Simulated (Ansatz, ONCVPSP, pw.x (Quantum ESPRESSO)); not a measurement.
**pw.x on diamond Li: one setting changed**

Potential: optimised norm-conserving Vanderbilt (ONCV), ONCVPSP 4.0.1.1 (patched build), LDA (Perdew-Wang 92); core none, reference 1s2 2s1; waves: 1s+2s: rc 0.90 bohr, ncon 4, nbas 8, qcut 11.7 1/bohr, 2 projectors; p scattering state at 0.24 Ha: rc 0.85 bohr, ncon 5, nbas 9, qcut 9.6 1/bohr, local; d scattering state at 0.03 Ha: rc 0.85 bohr, ncon 5, nbas 9, qcut 12.1 1/bohr, 1 projector; local part: the p channel; core correction: none.

The reference run (k-mesh 8³, cutoffs 150/600 Ry, Fermi–Dirac 0.01 Ry, mixing_beta 0.4, conv_thr 1e-9, no spin) gives -0.01 GPa at 23.620 Å³/atom, where all-electron LAPW gives -0.01 GPa. This run, with its own iteration cap, changes electron_maxstep to 2, a wrong or extreme entry chosen on purpose.

```
&control
  calculation='scf', prefix='x', pseudo_dir='./', outdir='./tmp', tstress=.true., disk_io='none'
/
&system
  ibrav=0, nat=2, ntyp=1, ecutwfc=150, ecutrho=600, nbnd=10,
  occupations='smearing', smearing='fd', degauss=0.01
/
&electrons
  conv_thr=1e-09, mixing_beta=0.4, electron_maxstep=2
/
ATOMIC_SPECIES
Li 1.0 Li.UPF
CELL_PARAMETERS angstrom
  0.00000000 2.86919433 2.86919433
  2.86919433 0.00000000 2.86919433
  2.86919433 2.86919433 0.00000000
ATOMIC_POSITIONS crystal
Li 0.0000 0.0000 0.0000
Li 0.2500 0.2500 0.2500
K_POINTS automatic
8 8 8 0 0 0
```

```bash
pw.x < Li.scf.in > Li.scf.out
```

Problem. How does the run end?

Solution. It does not reach self-consistency within its iteration cap.

```
Message from routine setup:
     using ibrav=0 with symmetry is DISCOURAGED, use correct ibrav instead
     lattice parameter (alat)  =       7.6679  a.u.
     unit-cell volume          =     318.7913 (a.u.)^3
     number of electrons       =         6.00
     number of Kohn-Sham states=           10
     kinetic-energy cutoff     =     150.0000  Ry
     charge density cutoff     =     600.0000  Ry
     scf convergence threshold =      1.0E-09
     Exchange-correlation= SLA  PW   NOGX NOGC
     number of k points=    29  Fermi-Dirac smearing, width (Ry)=  0.0100
     iteration #  1     ecut=   150.00 Ry     beta= 0.40
     total energy              =     -29.21369447 Ry
     estimated scf accuracy    <       0.00116782 Ry
     iteration #  2     ecut=   150.00 Ry     beta= 0.40
     total energy              =     -29.21353042 Ry
     estimated scf accuracy    <       0.00032810 Ry
     convergence NOT achieved after   2 iterations: stopping
     Message from routine punch:
     Nothing written, as per user request (disk_io='none')
```

The run took about 32 s on one core of a shared host (Neoverse-N1, 64 threads, 124 GiB, load 58).
